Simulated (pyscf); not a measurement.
Structures and frequencies: ωB97X-D3(BJ)/def2-SVP in PySCF.

Question: Estimate by transition-state theory the rate constant of H₃C–SiH₂–Cl + Cl• → H₃C–Cl + •H₂Si–Cl (doublet surface; C–Si broken, C–Cl formed) at 600 K, with ωB97M-D3(BJ)/def2-TZVP energies (ideal gas, 1 atm, RRHO with modes under 100 cm⁻¹ raised to 100, one conformer, R ln 2 for chiral ones without a mode under 150 cm⁻¹; no tunnelling).

Answer: The electronic barrier is 26.1 kcal/mol and the thermal terms add +12.8, so ΔG‡ = 39.0 kcal/mol. With k_BT/h = 1.25e+13 s⁻¹ and RT = 1.192 kcal/mol, and a volume of 8.18e-20 cm³ per molecule at 1 atm, k = 6.4e-21 cm³ molecule⁻¹ s⁻¹. Wigner's tunnelling factor for 803i cm⁻¹ would be 1.15. A shift of 1 kcal/mol in the barrier changes k by a factor 2.3. The same reactants have a lower exit, to H₃C–SiH(Cl)–Cl + H• (barrier -2.0 kcal/mol at ωB97M-D3(BJ)/def2-TZVP, against +26.1 kcal/mol here). One saddle was located; it need not be the lowest between these sides. The angle at the attacked C is 180°. Left out: orbital degeneracy and the spin-orbit lowering of Cl.
